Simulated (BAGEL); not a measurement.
# doublet [Si3H8]+: levels of theory compared

We compute a comparison of 4 runs (ROHF/6-31G*, UHF/6-31G*, ROHF/cc-pVDZ, UHF/cc-pVDZ) of doublet [Si3H8]+. 

The results are computed with BAGEL 1.2.2.

2 further runs of the same task are left out: 2 set aside as unsound or not needed.

## Step 1: The molecule

The species is [Si3H8]+ (11 atoms), meant as a doublet with charge +1. SMILES of the parent species: `[H][Si]([H])([SiH3])[SiH3]`. Geometry: relaxed at GFN2-xTB. That shape belongs to the parent species and isn't relaxed for this state.

Bond lengths: Si1–Si2 2.315 Å, Si1–Si6 2.315 Å, Si2–H3 1.466 Å, Si2–H4 1.464 Å, Si2–H5 1.466 Å, Si6–H7 1.466 Å, Si6–H8 1.466 Å, Si6–H9 1.465 Å, Si1–H10 1.474 Å, Si1–H11 1.474 Å. Some angles: Si2–Si1–Si6 115.5°, Si1–Si2–H3 111.6°, Si1–Si2–H4 114.6°, Si1–Si2–H5 111.3°, Si2–Si1–H10 109.4°, Si2–Si1–H11 109.5°, Si6–Si1–H10 109.4°, Si6–Si1–H11 109.5°, Si1–Si6–H7 111.5°, Si1–Si6–H8 111.4°.

## Step 2: A single-point energy at ROHF/6-31G(d) (density fitting with qzvpp-jkfit, spherical functions) (run 1)

hf.json reads:

```json
{ "bagel" : [

{
  "title" : "molecule",
  "basis" : "6-31gs.json",
  "df_basis" : "qzvpp-jkfit",
  "angstrom" : true,
  "geometry" : [
    { "atom" : "Si", "xyz" : [   -0.736800,    0.003350,   -0.522300 ] },
    { "atom" : "Si", "xyz" : [   -0.862030,   -0.016470,    1.788900 ] },
    { "atom" : "H", "xyz" : [   -0.286800,   -1.242650,    2.349110 ] },
    { "atom" : "H", "xyz" : [   -2.220600,    0.081010,    2.326940 ] },
    { "atom" : "H", "xyz" : [   -0.109270,    1.097380,    2.373740 ] },
    { "atom" : "Si", "xyz" : [    1.402940,    0.014150,   -1.405390 ] },
    { "atom" : "H", "xyz" : [    2.140680,   -1.199470,   -1.043110 ] },
    { "atom" : "H", "xyz" : [    2.187030,    1.142290,   -0.893750 ] },
    { "atom" : "H", "xyz" : [    1.459060,    0.105200,   -2.866260 ] },
    { "atom" : "H", "xyz" : [   -1.487810,    1.159150,   -1.043480 ] },
    { "atom" : "H", "xyz" : [   -1.486400,   -1.143950,   -1.064400 ] }
  ]
},
{ "title" : "rohf", "charge" : 1, "nopen" : 1 },
{ "title" : "print", "file" : "orbitals.molden", "orbitals" : true }

]}
```

The basis set 6-31G* is read from a file made from the Basis Set Exchange's data (not shown).

Command:

```sh
$ BAGEL_NUM_THREADS=1 BAGEL hf.json > hf.out
```

Output:

```text
* using 1 threads per process

  ===============================================================
  ===============================================================

  *** Geometry ***

  { "atom" : "Si", "xyz" : [     -1.392350,      0.006331,     -0.987004 ] },
  { "atom" : "Si", "xyz" : [     -1.629001,     -0.031124,      3.380531 ] },
  { "atom" : "H", "xyz" : [     -0.541973,     -2.348268,      4.439175 ] },
  { "atom" : "H", "xyz" : [     -4.196326,      0.153087,      4.397279 ] },
  { "atom" : "H", "xyz" : [     -0.206490,      2.073748,      4.485718 ] },
  { "atom" : "Si", "xyz" : [      2.651172,      0.026740,     -2.655802 ] },
  { "atom" : "H", "xyz" : [      4.045299,     -2.266670,     -1.971192 ] },
  { "atom" : "H", "xyz" : [      4.132888,      2.158615,     -1.688943 ] },
  { "atom" : "H", "xyz" : [      2.757224,      0.198799,     -5.416446 ] },
  { "atom" : "H", "xyz" : [     -2.811553,      2.190476,     -1.971891 ] },
  { "atom" : "H", "xyz" : [     -2.808889,     -2.161752,     -2.011424 ] },

  Number of auxiliary basis functions:      528

  Since a DF basis is specified, we compute 2- and 3-index integrals:
    o Being stored without compression. Storage requirement is 0.021 GB

  Number of basis functions:       70
  Number of electrons      :       50

    * METHOD: MOLECULE                             0.76

  *** Open-shell HF ***

  === Nuclear Repulsion ===
   193.9257468405

      * DIIS with orbital gradients will be used.

  === ROHF iteration (6-31gs.json) ===
      0       -870.90373795          0.02160180           0.26
      1       -871.00516441          0.00729864           0.36
      2       -871.01327388          0.00200889           0.29
      3       -871.01430110          0.00079851           0.31
      4       -871.01450003          0.00019075           0.34
      5       -871.01454282          0.00005540           0.37
      6       -871.01455236          0.00001443           0.25
      7       -871.01455410          0.00000345           0.25
      8       -871.01455417          0.00000239           0.31
      9       -871.01455418          0.00000245           0.31
     10       -871.01455419          0.00000232           0.20
     11       -871.01455417          0.00000204           0.35
     12       -871.01455415          0.00000160           0.28
     13       -871.01455412          0.00000110           0.24
     14       -871.01455413          0.00000065           0.38
     15       -871.01455414          0.00000021           0.31
     16       -871.01455414          0.00000006           0.35
     17       -871.01455414          0.00000003           0.38
     18       -871.01455414          0.00000001           0.29
     19       -871.01455414          0.00000001           0.26
    * SCF iteration converged.

    * S^2 (ROHF) is 0.7500

    * Permanent dipole moment:
           (    0.165432,    -0.003141,     0.119688) a.u.

    * METHOD: ROHF                                 6.39

    * METHOD: PRINT                                0.01

  ===============================================================
```

It took 7.8 s on 1 thread of Intel Xeon at 2.50GHz (Skylake/Cascade Lake), shared host.

## Step 3: The energy at UHF/6-31G(d) (density fitting with qzvpp-jkfit, spherical functions) (run 2)

job.json reads:

```json
{ "bagel" : [

{
  "title" : "molecule",
  "basis" : "6-31gs.json",
  "df_basis" : "qzvpp-jkfit",
  "angstrom" : true,
  "geometry" : [
    { "atom" : "Si", "xyz" : [   -0.736800,    0.003350,   -0.522300 ] },
    { "atom" : "Si", "xyz" : [   -0.862030,   -0.016470,    1.788900 ] },
    { "atom" : "H", "xyz" : [   -0.286800,   -1.242650,    2.349110 ] },
    { "atom" : "H", "xyz" : [   -2.220600,    0.081010,    2.326940 ] },
    { "atom" : "H", "xyz" : [   -0.109270,    1.097380,    2.373740 ] },
    { "atom" : "Si", "xyz" : [    1.402940,    0.014150,   -1.405390 ] },
    { "atom" : "H", "xyz" : [    2.140680,   -1.199470,   -1.043110 ] },
    { "atom" : "H", "xyz" : [    2.187030,    1.142290,   -0.893750 ] },
    { "atom" : "H", "xyz" : [    1.459060,    0.105200,   -2.866260 ] },
    { "atom" : "H", "xyz" : [   -1.487810,    1.159150,   -1.043480 ] },
    { "atom" : "H", "xyz" : [   -1.486400,   -1.143950,   -1.064400 ] }
  ]
},
{
  "title" : "uhf",
  "charge" : 1,
  "nopen" : 1
},
{
  "title" : "print",
  "file" : "orbitals.molden",
  "orbitals" : true
}

]}
```

The basis set 6-31G* is read from a file made from the Basis Set Exchange's data (not shown).

Command:

```sh
$ BAGEL_NUM_THREADS=1 BAGEL job.json > job.out
```

Output:

```text
* using 1 threads per process

  ===============================================================
  ===============================================================

  *** Geometry ***

  { "atom" : "Si", "xyz" : [     -1.392350,      0.006331,     -0.987004 ] },
  { "atom" : "Si", "xyz" : [     -1.629001,     -0.031124,      3.380531 ] },
  { "atom" : "H", "xyz" : [     -0.541973,     -2.348268,      4.439175 ] },
  { "atom" : "H", "xyz" : [     -4.196326,      0.153087,      4.397279 ] },
  { "atom" : "H", "xyz" : [     -0.206490,      2.073748,      4.485718 ] },
  { "atom" : "Si", "xyz" : [      2.651172,      0.026740,     -2.655802 ] },
  { "atom" : "H", "xyz" : [      4.045299,     -2.266670,     -1.971192 ] },
  { "atom" : "H", "xyz" : [      4.132888,      2.158615,     -1.688943 ] },
  { "atom" : "H", "xyz" : [      2.757224,      0.198799,     -5.416446 ] },
  { "atom" : "H", "xyz" : [     -2.811553,      2.190476,     -1.971891 ] },
  { "atom" : "H", "xyz" : [     -2.808889,     -2.161752,     -2.011424 ] },

  Number of auxiliary basis functions:      528

  Since a DF basis is specified, we compute 2- and 3-index integrals:
    o Being stored without compression. Storage requirement is 0.021 GB

  Number of basis functions:       70
  Number of electrons      :       50

    * METHOD: MOLECULE                             0.70

  *** Open-shell HF ***

  === Nuclear Repulsion ===
   193.9257468405

      * DIIS with orbital gradients will be used.

  === UHF iteration (6-31gs.json) ===
      0       -870.90373795          0.02160180           0.35
      1       -871.01009593          0.00717574           0.33
      2       -871.01935867          0.00193116           0.27
      3       -871.02069963          0.00074593           0.32
      4       -871.02104420          0.00017523           0.27
      5       -871.02110508          0.00006155           0.25
      6       -871.02111418          0.00002153           0.24
      7       -871.02111554          0.00000837           0.27
      8       -871.02111594          0.00000394           0.26
      9       -871.02111606          0.00000132           0.32
     10       -871.02111607          0.00000053           0.29
     11       -871.02111607          0.00000042           0.23
     12       -871.02111607          0.00000038           0.23
     13       -871.02111607          0.00000033           0.27
     14       -871.02111607          0.00000023           0.25
     15       -871.02111607          0.00000013           0.24
     16       -871.02111607          0.00000006           0.28
     17       -871.02111607          0.00000002           0.27
     18       -871.02111607          0.00000001           0.28
    * SCF iteration converged.

    * S^2 (UHF) is 0.7851

    * Permanent dipole moment:
           (    0.176274,    -0.003466,     0.122370) a.u.

    * METHOD: UHF                                  5.68

    * METHOD: PRINT                                0.01

  ===============================================================
```

Wall time 6.9 s (1 thread of Intel Xeon at 2.50GHz (Skylake/Cascade Lake), shared host).

## Step 4: The energy at ROHF/cc-pVDZ (density fitting with qzvpp-jkfit) (run 3)

input.json reads:

```json
{ "bagel": [

{
  "title": "molecule",
  "basis": "cc-pvdz.json",
  "df_basis": "qzvpp-jkfit",
  "angstrom": "true",
  "geometry": [
    { "atom": "Si", "xyz": [      -0.736800,       0.003350,      -0.522300 ] },
    { "atom": "Si", "xyz": [      -0.862030,      -0.016470,       1.788900 ] },
    { "atom": "H", "xyz": [      -0.286800,      -1.242650,       2.349110 ] },
    { "atom": "H", "xyz": [      -2.220600,       0.081010,       2.326940 ] },
    { "atom": "H", "xyz": [      -0.109270,       1.097380,       2.373740 ] },
    { "atom": "Si", "xyz": [       1.402940,       0.014150,      -1.405390 ] },
    { "atom": "H", "xyz": [       2.140680,      -1.199470,      -1.043110 ] },
    { "atom": "H", "xyz": [       2.187030,       1.142290,      -0.893750 ] },
    { "atom": "H", "xyz": [       1.459060,       0.105200,      -2.866260 ] },
    { "atom": "H", "xyz": [      -1.487810,       1.159150,      -1.043480 ] },
    { "atom": "H", "xyz": [      -1.486400,      -1.143950,      -1.064400 ] }
  ]
},

{ "title": "rohf", "charge": 1, "nopen": 1 },

{ "title": "print", "file": "orbitals.molden", "orbitals": "true" }

]}
```

The basis set cc-pVDZ is read from a file made from the Basis Set Exchange's data (not shown).

Command:

```sh
$ BAGEL_NUM_THREADS=1 BAGEL input.json > input.out
```

Output:

```text
* using 1 threads per process

  ===============================================================
  ===============================================================

  *** Geometry ***

  { "atom" : "Si", "xyz" : [     -1.392350,      0.006331,     -0.987004 ] },
  { "atom" : "Si", "xyz" : [     -1.629001,     -0.031124,      3.380531 ] },
  { "atom" : "H", "xyz" : [     -0.541973,     -2.348268,      4.439175 ] },
  { "atom" : "H", "xyz" : [     -4.196326,      0.153087,      4.397279 ] },
  { "atom" : "H", "xyz" : [     -0.206490,      2.073748,      4.485718 ] },
  { "atom" : "Si", "xyz" : [      2.651172,      0.026740,     -2.655802 ] },
  { "atom" : "H", "xyz" : [      4.045299,     -2.266670,     -1.971192 ] },
  { "atom" : "H", "xyz" : [      4.132888,      2.158615,     -1.688943 ] },
  { "atom" : "H", "xyz" : [      2.757224,      0.198799,     -5.416446 ] },
  { "atom" : "H", "xyz" : [     -2.811553,      2.190476,     -1.971891 ] },
  { "atom" : "H", "xyz" : [     -2.808889,     -2.161752,     -2.011424 ] },

  Number of auxiliary basis functions:      528

  Since a DF basis is specified, we compute 2- and 3-index integrals:
    o Being stored without compression. Storage requirement is 0.037 GB

  Number of basis functions:       94
  Number of electrons      :       50

    * METHOD: MOLECULE                             0.81

  *** Open-shell HF ***

  === Nuclear Repulsion ===
   193.9257468405

      * DIIS with orbital gradients will be used.

  === ROHF iteration (cc-pvdz.json) ===
      0       -870.97766591          0.01435252           0.38
      1       -871.05621340          0.00485752           0.34
      2       -871.06402340          0.00185271           0.38
      3       -871.06571195          0.00050068           0.40
      4       -871.06594575          0.00024566           0.37
      5       -871.06602036          0.00006331           0.37
[... 20 lines of this table left out ...]
     26       -871.06603832          0.00000001           0.36
     27       -871.06603832          0.00000001           0.35
    * SCF iteration converged.

    * S^2 (ROHF) is 0.7500

    * Permanent dipole moment:
           (    0.157075,    -0.003325,     0.113651) a.u.

    * METHOD: ROHF                                11.68

    * METHOD: PRINT                                0.03

  ===============================================================
```

Wall time 13 s (1 thread of Intel Xeon at 2.50GHz (Skylake/Cascade Lake), shared host).

## Step 5: The energy at UHF/cc-pVDZ (density fitting with qzvpp-jkfit) (run 4)

calc.json reads:

```json
{ "bagel" : [

{
  "title" : "molecule",
  "basis" : "cc-pvdz.json",
  "df_basis" : "qzvpp-jkfit",
  "angstrom" : true,
  "geometry" : [
    { "atom" : "Si", "xyz" : [   -0.736800,    0.003350,   -0.522300 ] },
    { "atom" : "Si", "xyz" : [   -0.862030,   -0.016470,    1.788900 ] },
    { "atom" : "H", "xyz" : [   -0.286800,   -1.242650,    2.349110 ] },
    { "atom" : "H", "xyz" : [   -2.220600,    0.081010,    2.326940 ] },
    { "atom" : "H", "xyz" : [   -0.109270,    1.097380,    2.373740 ] },
    { "atom" : "Si", "xyz" : [    1.402940,    0.014150,   -1.405390 ] },
    { "atom" : "H", "xyz" : [    2.140680,   -1.199470,   -1.043110 ] },
    { "atom" : "H", "xyz" : [    2.187030,    1.142290,   -0.893750 ] },
    { "atom" : "H", "xyz" : [    1.459060,    0.105200,   -2.866260 ] },
    { "atom" : "H", "xyz" : [   -1.487810,    1.159150,   -1.043480 ] },
    { "atom" : "H", "xyz" : [   -1.486400,   -1.143950,   -1.064400 ] }
  ]
},
{ "title" : "uhf", "charge" : 1, "nopen" : 1 },
{ "title" : "print", "file" : "orbitals.molden", "orbitals" : true }

]}
```

The basis set cc-pVDZ is read from a file made from the Basis Set Exchange's data (not shown).

Command:

```sh
$ BAGEL_NUM_THREADS=1 BAGEL calc.json > calc.out
```

Output:

```text
* using 1 threads per process

  ===============================================================
  ===============================================================

  *** Geometry ***

  { "atom" : "Si", "xyz" : [     -1.392350,      0.006331,     -0.987004 ] },
  { "atom" : "Si", "xyz" : [     -1.629001,     -0.031124,      3.380531 ] },
  { "atom" : "H", "xyz" : [     -0.541973,     -2.348268,      4.439175 ] },
  { "atom" : "H", "xyz" : [     -4.196326,      0.153087,      4.397279 ] },
  { "atom" : "H", "xyz" : [     -0.206490,      2.073748,      4.485718 ] },
  { "atom" : "Si", "xyz" : [      2.651172,      0.026740,     -2.655802 ] },
  { "atom" : "H", "xyz" : [      4.045299,     -2.266670,     -1.971192 ] },
  { "atom" : "H", "xyz" : [      4.132888,      2.158615,     -1.688943 ] },
  { "atom" : "H", "xyz" : [      2.757224,      0.198799,     -5.416446 ] },
  { "atom" : "H", "xyz" : [     -2.811553,      2.190476,     -1.971891 ] },
  { "atom" : "H", "xyz" : [     -2.808889,     -2.161752,     -2.011424 ] },

  Number of auxiliary basis functions:      528

  Since a DF basis is specified, we compute 2- and 3-index integrals:
    o Being stored without compression. Storage requirement is 0.037 GB

  Number of basis functions:       94
  Number of electrons      :       50

    * METHOD: MOLECULE                             0.89

  *** Open-shell HF ***

  === Nuclear Repulsion ===
   193.9257468405

      * DIIS with orbital gradients will be used.

  === UHF iteration (cc-pvdz.json) ===
      0       -870.97766591          0.01435252           0.39
      1       -871.06160261          0.00478034           0.38
      2       -871.07044872          0.00175661           0.37
      3       -871.07246455          0.00042636           0.44
      4       -871.07268698          0.00023869           0.48
      5       -871.07283038          0.00008490           0.63
      6       -871.07285792          0.00002703           0.39
      7       -871.07286418          0.00000997           0.38
      8       -871.07286586          0.00000533           0.33
      9       -871.07286643          0.00000133           0.40
     10       -871.07286645          0.00000043           0.45
     11       -871.07286645          0.00000024           0.43
     12       -871.07286645          0.00000017           0.39
     13       -871.07286645          0.00000013           0.42
     14       -871.07286645          0.00000011           0.45
     15       -871.07286645          0.00000010           0.43
     16       -871.07286645          0.00000007           0.43
     17       -871.07286645          0.00000002           0.39
     18       -871.07286645          0.00000001           0.45
     19       -871.07286645          0.00000001           0.43
    * SCF iteration converged.

    * S^2 (UHF) is 0.7888

    * Permanent dipole moment:
           (    0.165679,    -0.003658,     0.115337) a.u.

    * METHOD: UHF                                  8.95

    * METHOD: PRINT                                0.02

  ===============================================================
```

It took 11 s on 1 thread of Intel Xeon at 2.50GHz (Skylake/Cascade Lake), shared host.

## Step 6: All runs side by side

| run | level | energy (Eh) | ⟨S²⟩ | wall time |
| --- | --- | --- | --- | --- |
| 1 | ROHF/6-31G* (density fitting with qzvpp-jkfit, spherical functions) | -871.014554 | 0.750 | 7.8 s |
| 2 | UHF/6-31G* (density fitting with qzvpp-jkfit, spherical functions) | -871.021116 | 0.785 | 6.9 s |
| 3 | ROHF/cc-pVDZ (density fitting with qzvpp-jkfit) | -871.066038 | 0.750 | 13 s |
| 4 | UHF/cc-pVDZ (density fitting with qzvpp-jkfit) | -871.072866 | 0.789 | 11 s |

## Step 7: What came out

| quantity | value |
| --- | --- |
| run 4: total energy | -871.07287 Eh |
| run 4: ⟨S²⟩ | 0.789 |

**Reading.** Over the runs the total energy spans 1.587 eV. All runs together took 38 s, the longest 13 s.
